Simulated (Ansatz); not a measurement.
**SiHCl2 radical (SMILES Cl[SiH]Cl): a relaxed scan of the bond length Cl1–Si2**

One table from this session's results is given with a row withheld; the runs are named, their logs left out.

The runs use Ansatz 0.2.0, Gaussian basis; single points in def2-TZVPP.

Levels: PBE-D4, r2SCAN-D4, PBE0-D4, B3LYP-D4, wB97M-V, Hartree-Fock, MP2, CCSD, CCSD(T). The scan takes 1.801, 1.873, 1.977, 2.099, 2.234, 2.379, 2.534, 2.696 Å.

Cores are frozen in the correlated methods. Orbitals are unrestricted. B3LYP uses VWN-RPA correlation.

21 further runs of the same task are left out: 21 set aside as unsound or not needed.

**The starting structure**

The minimum, relaxed at PBE0-D4: SMILES `Cl[SiH]Cl`, 4 atoms, charge 0, spin multiplicity 2.

Atoms are counted from 1 here; the program's logs count them from 0.

Bond lengths: Cl1–Si2 2.047 Å, Si2–Cl3 2.047 Å, Si2–H4 1.488 Å. Angles: Cl1–Si2–Cl3 110.2°, Cl1–Si2–H4 108.0°, Cl3–Si2–H4 108.0°.

As a file:

```
Cl   -1.6466    0.1778    0.8894
Si    0.1876   -0.4142    0.2000
Cl    0.2509   -0.2813   -1.8417
H     1.2082    0.5177    0.7524
```

Energies of the minimum (eV), from earlier single points: PBE-D4 -32927.43962, r2SCAN-D4 -32939.35318, PBE0-D4 -32930.18101, B3LYP-D4 -32943.10629, wB97M-V -32939.74047, CCSD(T) -32902.74164.

At the minimum the bond length Cl1–Si2 is 2.047 Å.

The first run:

File relax/in.yaml:

```yaml
crystal:
  periodic: [false, false, false]
  atoms:
    - {symbol: Cl, position_ang: [-1.646644, 0.177814, 0.889382]}
    - {symbol: Si, position_ang: [-0.032816, -0.343015, 0.282836]}
    - {symbol: Cl, position_ang: [0.030416, -0.210193, -1.758887]}
    - {symbol: H, position_ang: [0.987718, 0.588834, 0.835224]}
basis:
  gaussian: {orbitals: def2-TZVP}
magnetization: {spin_polarized: true, initial_magnetization: 1}
hamiltonian: {xc: pbe0, dispersion: d4}
relax: {f_tol: 0.005, max_steps: 200, constraints: [{distance: [0, 1]}]}
```

The command line of these runs was not kept.

Steps of the session up to this table: Cl1–Si2 = 1.801 Å; Cl1–Si2 = 1.873 Å; Cl1–Si2 = 1.977 Å; Cl1–Si2 = 2.099 Å; Cl1–Si2 = 2.234 Å; Cl1–Si2 = 2.379 Å; Cl1–Si2 = 2.534 Å; Cl1–Si2 = 2.696 Å.

One table of the session follows, with a row left open; its other results are not shown here.

It belongs to the step «The curves». Energies less that of the minimum at the same level (eV):

```
bond length (Å)  PBE-D4  PBE0-D4  B3LYP-D4  wB97M-V  Hartree-Fock
          1.801   0.869    0.802     0.859    0.828         0.849
          1.873   0.404    0.354     0.397    0.372         0.378
          1.977   0.069    0.048     0.066    0.054         0.053
2.047 (minimum)   0.000    0.000     0.000    0.000         0.000
          2.099   0.006    0.022     0.008    0.018         0.022
          2.234       ?        ?         ?        ?             ?
          2.379   0.498    0.604     0.514    0.592         0.642
          2.534   0.909    1.065     0.933    1.055         1.139
          2.696   1.350    1.556     1.381    1.553         1.669
```

Q: Estimate the row for bond length (Å) = 2.234 from the others.

Worked estimate for «PBE-D4». A straight line through the neighbours (2.099, 0.006) and (2.379, 0.498) gives 0.006 + (0.498 − 0.006) × (2.234 − 2.099) / (2.379 − 2.099) = 0.243; a parabola fitted to 4 rows on both sides gives 0.179.

The run gave: PBE-D4: 0.175; PBE0-D4: 0.234; B3LYP-D4: 0.184; wB97M-V: 0.224; Hartree-Fock: 0.246. In «PBE-D4» the line misses by +0.068 and the parabola by +0.004.
